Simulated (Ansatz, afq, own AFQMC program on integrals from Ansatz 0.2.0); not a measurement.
# GeH2O, singlet: AFQMC among the cluster methods

```xyz
4

Ge    0.0000    0.0000    0.2692
O     0.0000    0.0000   -1.3631
H     0.0000    1.2866    1.1183
H     0.0000   -1.2866    1.1183
```

Connectivity, by distances: GeH2–O.

Basis cc-pVDZ. Only valence electrons are correlated. AFQMC by an in-house program on the Cholesky factors that Ansatz 0.2.0 writes for its CCSD(T) run. The CISD trial takes its coefficients from CCSD amplitudes. Released means that phaseless walkers are propagated on without the constraint, phases kept. Free AFQMC starts from the CCSD state and is never constrained. Its projection time is finite, and what remains of the start isn't in its error. ± is one standard error of the sampling. No spin–orbit coupling.

Determinant: UHF, the one that the program's search chose, which needn't be the lowest solution. The geometry is a PBE0/def2-TZVP stationary point of this or a neighbouring charge and spin state.

No full CI on the walks' own integrals is used here; CCSDT(Q) serves as the reference and is uncertain by about the last step of the cluster series.

Cautions: no relativity below Rb; no spin-orbit coupling; inner d shell frozen; higher spins were not checked; an unrestricted solution with more broken spin lies lower (8 meV, ⟨S²⟩ 0.22), while this determinant keeps restricted orbitals; raised T1 diagnostic (T1 0.031, weight of the determinant 0.87, largest double 0.11); the ph-AFQMC/CISD walk drifts between its halves (2.0 errors).

- T1 diagnostic: 0.0306
- weight of the determinant in the CISD state: 0.866
- ⟨S²⟩ of the determinant: 0.000
- size of the correlated space: 12 electrons in 36 orbitals

Reference: CCSDT(Q), correlation energy -8.764 eV. The released energy is read at 2.40 1/Eh (meV from the phaseless value at times in 1/Eh: -19 ± 26 at 0.24, -10 ± 22 at 0.51, 18 ± 24 at 0.99, 40 ± 25 at 1.62, 52 ± 37 at 2.40).

```csv
level,E − E(reference) (kcal/mol),share of correlation (%)
HF,202.10,0.00
MP2,15.38,92.39
CCSD,8.82,95.64
CCSD(T),1.54,99.24
CCSDT,1.06,99.47
ph-AFQMC/HF,-1.21 ± 2.13,100.60
ph-AFQMC/CISD,0.29 ± 0.51,99.86
released AFQMC,1.49 ± 0.86,99.26
free AFQMC,0.82 ± 0.73,99.60
```

Free projections are given only where their last times agree within the noise and don't stop above the reference; a slow remainder of the start can still hide under it. A walk keeps the symmetry of its determinant, which the program's search chose and which needn't be the lowest solution, so a lower state of the same spin and another symmetry isn't excluded. Released energies are given only where the last usable release times agree within the noise; a slower fall can still hide under it.
